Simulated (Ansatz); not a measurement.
Relaxation of CH$_{4}$BO (7 atoms, charge 0, multiplicity 2), to a largest force component of 0.015 eV/Å in at most 40 steps.

The calculation used UKS B3LYP-D4/STO-3G (Ansatz 0.2.0).

```xyz
7
Properties=species:S:1:pos:R:3
B -0.977 -1.193 -0.409
O -0.567 -0.316 0.699
C 0.559 0.381 0.276
H -1.724 -0.706 -1.206
H 0.381 1.059 -0.580
H 0.940 1.024 1.134
H 1.450 -0.317 0.041
```

Task: Where does it end, and by what steps?

Result: The forces met the threshold. The force dipped under the threshold on the way, but the program's further checks kept it going. Limits of this set-up: minimal basis. After 12 steps the energy has fallen by 1.258 eV; O2 moved furthest, 0.50 Å.

```
step  energy less start (eV)  largest force component (eV/Å)  accepted
   0                  0.0000                           4.419       yes
   1                 -0.3753                           1.761       yes
   2                 -0.8065                           1.912       yes
   3                 -0.9916                           2.136       yes
   4                 -1.1429                           1.908       yes
   5                 -1.1305                           2.059        no
   6                 -1.2258                           0.449       yes
   7                 -1.2480                           0.293       yes
   8                 -1.2558                           0.242       yes
   9                 -1.2576                           0.040       yes
  10                 -1.2579                           0.014       yes
  11                 -1.2576                           0.053        no
  12                 -1.2580                           0.012       yes
```

```xyz
7
Properties=species:S:1:pos:R:3
B -1.354 -1.021 -0.187
O -0.314 -0.739 0.600
C 0.648 0.342 0.241
H -1.608 -0.471 -1.201
H 0.376 0.841 -0.711
H 0.657 1.086 1.062
H 1.657 -0.106 0.151
```

The run took 18 s on 1 thread of Arm Neoverse V1, with other jobs on the host, peak memory 0.12 GiB.
